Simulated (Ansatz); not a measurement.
C8H18 can be A, `CCCC(C)(C)CC`, or B, `CCC(CC)C(C)C`.

Calculated with Ansatz (gas phase, PBE0-D4/def2-TZVP geometries, no zero-point term in ΔE). CCSD(T)/CBS adds triple-zeta CCSD(T) − MP2 to the extrapolated MP2 energy (def2 sets, frozen cores). Functionals use def2-TZVPP. B3LYP here is the variant with VWN-RPA as its local correlation; programs differ in this. Each species was taken in one conformer, which may not be the lowest.

(1) Which is lower in electronic energy at CCSD(T)/CBS, and by how much? (Best estimate.)

(2) Give E(B) − E(A) in kcal/mol with MP2/def2-TZVPP, B3LYP, r2SCAN-D4, B3LYP-D4, CCSD/def2-TZVPP, PBE-D4, HF/def2-TZVPP. (Best estimate.)

Largest T1 diagnostic: 0.009.

## Answers

(1) Computed: A, by 2.4 kcal/mol.

(2) Computed: MP2/def2-TZVPP 2.7, B3LYP 2.2, r2SCAN-D4 2.4, B3LYP-D4 2.1, CCSD/def2-TZVPP 2.4, PBE-D4 2.1, HF/def2-TZVPP 2.6. None reverses the order clearly.
